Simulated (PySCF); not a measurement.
# CS₂, singlet: molecular constants

Method: wB97X in PySCF with C def2-TZVP, S def2-TZVP; no relativity; density-fitted integrals.

The structure is a minimum.

Z-matrix (Å, degrees; charge 0 multiplicity 1):
```
C
S  1 1.5444
S  1 1.5444 2 180.00
```

```json
{
 "Point group": "D∞h",
 "Bond lengths": "C–S 1.544 Å (×2)",
 "Bond angles": "S–C–S 180.0°",
 "Principal polarisabilities": "28.2, 28.2, 90.5 bohr³",
 "Atomisation energy without zero-point energy": "1152 kJ/mol",
 "Enthalpy at 298.15 K above 0 K": "10.48 kJ/mol",
 "Principal quadrupole moments (Buckingham, traceless) about the centre of mass": "-1.36, -1.36, 2.71 D Å",
 "Rotational symmetry number": "2",
 "Entropy at 298.15 K and 1 bar": "236.7 J/(mol K)",
 "Dipole moment": "0.00 D",
 "Zero-point energy": "18.8 kJ/mol",
 "Highest occupied level": "-9.95 eV",
 "Heat capacity Cp at 298.15 K": "44.6 J/(mol K)",
 "Lowest empty level": "0.08 eV",
 "Rotational constants": "0.1105 cm⁻¹"
}
```

Harmonic modes (masses in u: C 12.000, S 31.972):
```
symmetry  ω (cm⁻¹)  IR (km/mol, summed over degenerate members)
      πu       425                                          4.0
     σg+       703                                          0.0
     σu+      1595                                          971
```

In D∞h the vibrations span πu + σg+ + σu+. The σg+ mode carries no infrared intensity, as symmetry demands. With a centre of inversion only u modes can be infrared active and only g modes Raman active.

Charges (e):
| atom | Mulliken | Löwdin | polar tensor | Mayer order to C1 |
| --- | --- | --- | --- | --- |
| C1 | 0.11 | -0.88 | 0.96 | – |
| S2,3 | -0.06 | 0.44 | -0.48 | 2.15 |
Other Mayer orders above 0.3: S–S 0.35.

Mulliken populations on C1: s 3.15, p 2.60, d 0.13, f 0.01.

Counting electrons, carbon keeps none of its valence electrons outside its bonds, so the VSEPR class is AX2 and the expected shape is linear (D∞h), as computed.

The final relaxation and frequency run took 8.8 s on 4 threads of a shared Intel Xeon 6975P-C (Granite Rapids) host, with 105 basis functions and 7 gradients; the process peaked at 0.94 GiB. Launch command: `OMP_NUM_THREADS=4 python axn.py task.json out`.
